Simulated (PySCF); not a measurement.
Input of a run on `C=CC(=O)OC`: the job's settings, then the atoms in Å.
```
{"job": {"kind": "uv", "xc": "CAM-B3LYP", "basis": "def2-SVPD", "solvent": "acetone", "nstates": 6, "ntriplets": 0}, "charge": 0, "multiplicity": 1}
C      2.494516    -0.204359     0.002949
C      1.259514    -0.707263    -0.029193
C      0.081918     0.188929     0.057895
O      0.118644     1.388642     0.165054
O     -1.059080    -0.511725     0.002338
C     -2.249850     0.247504     0.089155
H      2.636663     0.876759     0.092434
H      3.377971    -0.843863    -0.057783
H      1.061448    -1.778277    -0.118185
H     -2.279998     0.825213     1.025122
H     -2.327658     0.953608    -0.751278
H     -3.078156    -0.469954     0.058662
```

Method: TDDFT CAM-B3LYP/def2-SVPD, vertical, IEF-PCM acetone (non-equilibrium linear response), core orbitals frozen in the response (PySCF, density fitting); geometry PBE0-D3(BJ)/def2-SVP, gas phase, not relaxed in the solvent; ε = 20.49, cavity from Bondi-type radii × 1.2. The static polarisability takes the continuum's full static response.

**Question.** What does the run print?

**Answer.** 
```
coarse grid: 10240 points
cycle   1  E = -305.9176580948  dE =  9.292e-01  |g| = 8.638e-01  |ddm| = 5.320e+00
cycle   2  E = -305.7864433191  dE =  1.312e-01  |g| = 1.246e+00  |ddm| = 2.717e+00
cycle   3  E = -306.0601672751  dE = -2.737e-01  |g| = 1.204e-01  |ddm| = 1.772e+00
cycle   4  E = -306.0622542564  dE = -2.087e-03  |g| = 6.332e-02  |ddm| = 1.669e-01
cycle   5  E = -306.0629579814  dE = -7.037e-04  |g| = 1.052e-02  |ddm| = 6.448e-02
cycle   6  E = -306.0629831034  dE = -2.512e-05  |g| = 3.245e-03  |ddm| = 2.117e-02
cycle   7  E = -306.0629860800  dE = -2.977e-06  |g| = 7.503e-04  |ddm| = 7.537e-03
final grid: 99480 points
cycle   8  E = -306.1317326937  dE = -2.742e-05  |g| = 3.457e-03  |ddm| = 7.921e-02
cycle   9  E = -306.1317324097  dE =  2.840e-07  |g| = 3.916e-03  |ddm| = 1.134e-02
cycle  10  E = -306.1317352876  dE = -2.878e-06  |g| = 4.361e-04  |ddm| = 4.566e-03
cycle  11  E = -306.1317353234  dE = -3.579e-08  |g| = 1.626e-04  |ddm| = 8.044e-04
cycle  12  E = -306.1317353287  dE = -5.308e-09  |g| = 7.055e-05  |ddm| = 3.138e-04
cycle  13  E = -306.1317353297  dE = -1.020e-09  |g| = 1.719e-05  |ddm| = 8.095e-05
cycle  14  E = -306.1317353298  dE = -9.481e-11  |g| = 5.407e-06  |ddm| = 4.120e-05
converged SCF energy = -306.1317353298

Static polarisability (au): isotropic 74.187, principal 52.201 70.880 99.480

Singlet excitations
state   eV       nm        f      main configurations
  1   5.3230    232.9   0.00007   H-1->L 0.93
  2   6.2808    197.4   0.42225   H->L 0.97
  3   7.0692    175.4   0.12948   H-2->L 0.95
  4   7.5010    165.3   0.00082   H-4->L 0.57, H-3->L 0.38
  5   8.0376    154.3   0.00025   H-3->L 0.49, H-4->L 0.31, H-6->L 0.13
  6   8.0733    153.6   0.05919   H->L+1 0.70, H->L+2 0.23
```

The cycles run first on a coarse grid and then on the final one, and are numbered through; the first dE on the final grid is taken against the last density's energy on that grid. Energies include the polarisation term of the continuum.

**Question.** The same input without solvent ends at -306.123839 Eh. What does the continuum change?

**Answer.** The energy falls by 0.007896 Eh, 4.95 kcal/mol; the polarisation term alone is -5.69 kcal/mol. HOMO -9.65 → -9.63 eV, LUMO -0.31 → -0.33 eV, dipole 1.63 → 2.15 D. The SCF took 14 cycles in the solvent and 14 in the gas phase.

Conformer computed: `[CH2:1]=[CH:2][C:3](=[O:4])[O:5][CH3:6]`: C1–C2–C3–O4 0°, C2–C3–O5–C6 179°.
